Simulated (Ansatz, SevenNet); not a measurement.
Equilibrium volume per atom (Å³/atom) along a series of related solids, from the machine-learned potential SevenNet-l3i5 (trained on PBE and PBE+U data); r²SCAN (Ansatz, an electronic-structure program, plane waves, PAW).

```
solid   SevenNet-l3i5  r²SCAN  measured
------  -------------  ------  --------
hcp Y           32.89   33.48    32.95¶
hcp Zr          23.48   23.50    23.18¶
hcp Tc          14.60   14.20         –
hcp Ru          13.94   13.49    13.45¶
hcp Cd          23.05   21.99    21.01¶
```

r²SCAN less measured, from the printed values: hcp Y +1.6 %, hcp Zr +1.4 %, hcp Ru +0.3 %, hcp Cd +4.7 %.

A member of the series is missing where a level wasn't run or failed, where a doubt is noted on the run or the magnetic state, for phases of high temperature or layered ones, and where values are held back for tests.

Ansatz's runs of these crystals have no spin polarisation. Meta-GGAs and exact exchange favour moments, which can bear on hcp Y.

A dash: no measured value is used.

Ansatz's density-functional and Hartree–Fock values are scalar-relativistic unless marked +SOC, with PAW data made under PBE.

Measured values are for low temperature or corrected to a static lattice. References as tabulated in Lejaeghere et al. (2013), arXiv:1204.2733.

¶ marks references of a special kind: hcp Y, 32.95 Å³/atom (measured, copied from a table, unchecked, extrapolated to 0 K and zero-point effects removed; as tabulated in Lejaeghere et al. (2013), arXiv:1204.2733); hcp Zr, 23.18 Å³/atom (measured, copied from a table, unchecked, extrapolated to 0 K and zero-point effects removed; as tabulated in Lejaeghere et al. (2013), arXiv:1204.2733); hcp Ru, 13.45 Å³/atom (measured, copied from a table, unchecked, extrapolated to 0 K and zero-point effects removed; as tabulated in Lejaeghere et al. (2013), arXiv:1204.2733); hcp Cd, 21.01 Å³/atom (measured, copied from a table, unchecked, extrapolated to 0 K and zero-point effects removed; as tabulated in Lejaeghere et al. (2013), arXiv:1204.2733).

Machine-learned potentials (SevenNet-l3i5) are trained on DFT data: a solid inside that data is no test of them.
